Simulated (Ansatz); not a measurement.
Nudged elastic band run: H₅Si

Input:

```yaml
crystal:
  periodic: [false, false, false]
  atoms:
    - { symbol: H, position_ang: [-0.647939, -0.384435, -0.15404] }
    - { symbol: Si, position_ang: [0.619333, 0.354056, 0.129064] }
    - { symbol: H, position_ang: [-3.105603, -1.775405, -0.647153] }
    - { symbol: H, position_ang: [0.599364, 0.864823, 1.532092] }
    - { symbol: H, position_ang: [0.750669, 1.504478, -0.813815] }
    - { symbol: H, position_ang: [1.784276, -0.563516, -0.046148] }
magnetization:
  spin_polarized: true
  initial_magnetization: 1
basis:
  gaussian: { orbitals: def2-TZVP }
hamiltonian:
  xc: pbe
  dispersion: d4
neb:
  order_check: false
  images: 8
  f_tol: 0.05
  max_iterations: 60
  climbing: false
  final_atoms:
    - { symbol: H, position_ang: [-1.5206951, -0.87982568, -0.32369902] }
    - { symbol: Si, position_ang: [1.21117253, 0.69808971, 0.25951696] }
    - { symbol: H, position_ang: [-2.16365947, -1.24516415, -0.46318769] }
    - { symbol: H, position_ang: [0.3814245, 0.7465911, 1.50233905] }
    - { symbol: H, position_ang: [0.52632014, 1.38974487, -0.87539439] }
    - { symbol: H, position_ang: [1.5655374, -0.70943485, -0.0995749] }
  initial_path:
    images:
      - { positions_ang: [[-0.647939, -0.384435, -0.15404], [0.619333, 0.354056, 0.129064], [-3.105603, -1.775405, -0.647153], [0.599364, 0.864823, 1.532092], [0.750669, 1.504478, -0.813815], [1.784276, -0.563516, -0.046148]] }
      - { positions_ang: [[-0.74490214, -0.43849747, -0.17224754], [0.5958015, 0.34063369, 0.12423409], [-2.84239767, -1.62578321, -0.59344888], [0.55215147, 0.83751058, 1.52143686], [0.70320876, 1.47678166, -0.82362705], [1.73623807, -0.59064426, -0.05634748]] }
      - { positions_ang: [[-0.84186528, -0.49255993, -0.19045508], [0.57227001, 0.32721138, 0.11940417], [-2.57919234, -1.47616143, -0.53974476], [0.50493894, 0.81019817, 1.51078172], [0.65574853, 1.44908533, -0.8334391], [1.68820015, -0.61777252, -0.06654695]] }
      - { positions_ang: [[-0.93882842, -0.5466224, -0.20866262], [0.54873851, 0.31378908, 0.11457426], [-2.31598701, -1.32653964, -0.48604064], [0.45772641, 0.78288575, 1.50012657], [0.60828829, 1.42138899, -0.84325115], [1.64016222, -0.64490078, -0.07674643]] }
      - { positions_ang: [[-1.03579156, -0.60068487, -0.22687016], [0.52520701, 0.30036677, 0.10974435], [-2.05278168, -1.17691786, -0.43233652], [0.41051388, 0.75557334, 1.48947143], [0.56082806, 1.39369266, -0.8530632], [1.59212429, -0.67202903, -0.0869459]] }
      - { positions_ang: [[-1.13276446, -0.65572828, -0.24572116], [0.59096696, 0.33859273, 0.12423912], [-1.94812129, -1.11800221, -0.41189593], [0.38629838, 0.74243646, 1.48616555], [0.5359004, 1.38094453, -0.85990536], [1.56782, -0.68824224, -0.09288223]] }
      - { positions_ang: [[-1.22974712, -0.71175263, -0.26521563], [0.74601835, 0.42846698, 0.15805858], [-2.00200583, -1.14979269, -0.42471887], [0.38507991, 0.74347512, 1.49020892], [0.53350534, 1.38314462, -0.86377761], [1.56724935, -0.69354039, -0.0945554]] }
      - { positions_ang: [[-1.32672978, -0.76777698, -0.28471009], [0.90106974, 0.51834122, 0.19187804], [-2.05589038, -1.18158318, -0.43754181], [0.38386144, 0.74451378, 1.4942523], [0.53111027, 1.3853447, -0.86764987], [1.5666787, -0.69883854, -0.09622857]] }
      - { positions_ang: [[-1.42371244, -0.82380133, -0.30420456], [1.05612113, 0.60821547, 0.2256975], [-2.10977492, -1.21337367, -0.45036475], [0.38264297, 0.74555244, 1.49829568], [0.52871521, 1.38754479, -0.87152213], [1.56610805, -0.7041367, -0.09790173]] }
      - { positions_ang: [[-1.5206951, -0.87982568, -0.32369902], [1.21117253, 0.69808971, 0.25951696], [-2.16365947, -1.24516415, -0.46318769], [0.3814245, 0.7465911, 1.50233905], [0.52632014, 1.38974487, -0.87539439], [1.5655374, -0.70943485, -0.0995749]] }
```

Run as:

```bash
$ ansatz run input.yaml --threads 2 --pin off --max-ram 3072MiB --backend cpu --events-out ev --progress --plain --runs-dir out
```

Output, in part (warnings, iteration lines, the closing report on the highest movable image, with atoms numbered from 0):

```
NEB end point (image 0): max|allowed force component| = 1.298e-2 eV/Å (the criterion of neb.relax_end_points is 1.000e-2)
NEB end point (image 9): max|allowed force component| = 8.955e-3 eV/Å (the criterion of neb.relax_end_points is 1.000e-2)
NEB iter   1: max|band force component| = 2.242e0 eV/Å  barrier→ = 0.3439 eV  barrier← = 0.9392 eV  Δτ_max = 0.1979 Å  (251 SCF iters)
NEB iter   2: max|band force component| = 1.271e0 eV/Å  barrier→ = 0.1857 eV  barrier← = 0.7809 eV  Δτ_max = 0.1860 Å  (210 SCF iters)
NEB iter   3: max|band force component| = 1.934e0 eV/Å  barrier→ = 0.2004 eV  barrier← = 0.7957 eV  Δτ_max = 0.0942 Å  (204 SCF iters)
NEB iter   4: max|band force component| = 4.977e-1 eV/Å  barrier→ = 0.0660 eV  barrier← = 0.6613 eV  Δτ_max = 0.1862 Å  (203 SCF iters)
NEB iter   5: max|band force component| = 3.114e-1 eV/Å  barrier→ = 0.0386 eV  barrier← = 0.6339 eV  Δτ_max = 0.1877 Å  (202 SCF iters)
NEB iter   6: max|band force component| = 3.305e0 eV/Å  barrier→ = 0.0466 eV  barrier← = 0.6418 eV  Δτ_max = 0.0932 Å  (208 SCF iters)
NEB iter   7: max|band force component| = 6.891e-1 eV/Å  barrier→ = 0.0451 eV  barrier← = 0.6404 eV  Δτ_max = 0.1872 Å  (195 SCF iters)
NEB iter   8: max|band force component| = 1.290e0 eV/Å  barrier→ = 0.0387 eV  barrier← = 0.6340 eV  Δτ_max = 0.0939 Å  (209 SCF iters)
NEB iter   9: max|band force component| = 1.505e0 eV/Å  barrier→ = 0.0285 eV  barrier← = 0.6238 eV  Δτ_max = 0.0466 Å  (198 SCF iters)
NEB iter  10: max|band force component| = 8.710e-1 eV/Å  barrier→ = 0.0286 eV  barrier← = 0.6239 eV  Δτ_max = 0.0933 Å  (194 SCF iters)
NEB iter  11: max|band force component| = 9.439e-1 eV/Å  barrier→ = 0.0305 eV  barrier← = 0.6258 eV  Δτ_max = 0.1861 Å  (199 SCF iters)
NEB iter  12: max|band force component| = 3.524e-1 eV/Å  barrier→ = 0.0355 eV  barrier← = 0.6308 eV  Δτ_max = 0.1862 Å  (207 SCF iters)
NEB iter  13: max|band force component| = 2.117e-1 eV/Å  barrier→ = 0.0364 eV  barrier← = 0.6317 eV  Δτ_max = 0.1880 Å  (206 SCF iters)
NEB iter  14: max|band force component| = 2.102e-1 eV/Å  barrier→ = 0.0408 eV  barrier← = 0.6361 eV  Δτ_max = 0.1404 Å  (207 SCF iters)
NEB iter  15: max|band force component| = 9.750e-2 eV/Å  barrier→ = 0.0329 eV  barrier← = 0.6282 eV  Δτ_max = 0.1827 Å  (200 SCF iters)
NEB iter  16: max|band force component| = 8.833e-1 eV/Å  barrier→ = 0.0240 eV  barrier← = 0.6193 eV  Δτ_max = 0.0936 Å  (206 SCF iters)
NEB iter  17: max|band force component| = 1.015e-1 eV/Å  barrier→ = 0.0149 eV  barrier← = 0.6102 eV  Δτ_max = 0.1871 Å  (204 SCF iters)
NEB iter  18: max|band force component| = 6.355e-1 eV/Å  barrier→ = 0.0915 eV  barrier← = 0.6867 eV  Δτ_max = 0.0936 Å  (207 SCF iters)
NEB iter  19: max|band force component| = 6.677e-1 eV/Å  barrier→ = 0.0843 eV  barrier← = 0.6796 eV  Δτ_max = 0.0465 Å  (199 SCF iters)
NEB iter  20: max|band force component| = 3.243e-1 eV/Å  barrier→ = 0.0686 eV  barrier← = 0.6639 eV  Δτ_max = 0.0924 Å  (197 SCF iters)
NEB iter  21: max|band force component| = 1.005e-1 eV/Å  barrier→ = 0.0565 eV  barrier← = 0.6518 eV  Δτ_max = 0.1787 Å  (197 SCF iters)
NEB iter  22: max|band force component| = 3.831e-1 eV/Å  barrier→ = 0.0438 eV  barrier← = 0.6391 eV  Δτ_max = 0.0936 Å  (198 SCF iters)
NEB iter  23: max|band force component| = 9.274e-2 eV/Å  barrier→ = 0.0312 eV  barrier← = 0.6265 eV  Δτ_max = 0.1753 Å  (193 SCF iters)
NEB iter  24: max|band force component| = 4.566e-2 eV/Å  barrier→ = 0.0197 eV  barrier← = 0.6150 eV  Δτ_max = 0.0000 Å  (388 SCF iters)
Total energy: -7951.76159535 eV, -292.2218487315 hartree
Atom 0 at    -0.851469    -0.363998    -0.038149 Å, force     0.011593     0.006640     0.012162 eV/Å
Atom 1 at     0.467665     0.323630     0.124868 Å, force     0.037976     0.004070     0.009934 eV/Å
Atom 2 at    -2.334945    -1.607138    -0.619426 Å, force    -0.049977    -0.036067    -0.014889 eV/Å
Atom 3 at     0.570083     0.897166     1.499667 Å, force    -0.007161     0.011307     0.004158 eV/Å
Atom 4 at     0.580732     1.415728    -0.886629 Å, force     0.009023     0.013403    -0.003071 eV/Å
Atom 5 at     1.568034    -0.665387    -0.080332 Å, force    -0.001455     0.000647    -0.008294 eV/Å
Dipole moment:     0.012890     0.009212     0.003023 e Å
```

The run converged. No image climbed, so the highest image needn't sit at the top of the path.

Final band (atoms are numbered from 1 in the order of the input):

```json
{"image": "0", "path coordinate (Å)": "0.00", "energy (kcal/mol)": "0.0", "H1–Si2 (Å)": "1.49", "H1–H3 (Å)": "2.87"}
{"image": "1", "path coordinate (Å)": "0.94", "energy (kcal/mol)": "0.0", "H1–Si2 (Å)": "1.49", "H1–H3 (Å)": "3.06"}
{"image": "2", "path coordinate (Å)": "1.88", "energy (kcal/mol)": "0.0", "H1–Si2 (Å)": "1.49", "H1–H3 (Å)": "2.67"}
{"image": "3", "path coordinate (Å)": "2.82", "energy (kcal/mol)": "0.5", "H1–Si2 (Å)": "1.50", "H1–H3 (Å)": "2.02"}
{"image": "4", "path coordinate (Å)": "3.76", "energy (kcal/mol)": "-12.2", "H1–Si2 (Å)": "2.42", "H1–H3 (Å)": "0.78"}
{"image": "5", "path coordinate (Å)": "4.70", "energy (kcal/mol)": "-13.6", "H1–Si2 (Å)": "2.86", "H1–H3 (Å)": "0.76"}
{"image": "6", "path coordinate (Å)": "5.64", "energy (kcal/mol)": "-13.7", "H1–Si2 (Å)": "3.29", "H1–H3 (Å)": "0.75"}
{"image": "7", "path coordinate (Å)": "6.58", "energy (kcal/mol)": "-13.7", "H1–Si2 (Å)": "3.25", "H1–H3 (Å)": "0.75"}
{"image": "8", "path coordinate (Å)": "7.51", "energy (kcal/mol)": "-13.7", "H1–Si2 (Å)": "3.45", "H1–H3 (Å)": "0.75"}
{"image": "9", "path coordinate (Å)": "8.45", "energy (kcal/mol)": "-13.7", "H1–Si2 (Å)": "3.21", "H1–H3 (Å)": "0.75"}
```

The run took 2.4 min on 2 threads of Arm Neoverse V1, on a shared host, peak memory 0.12 GiB.
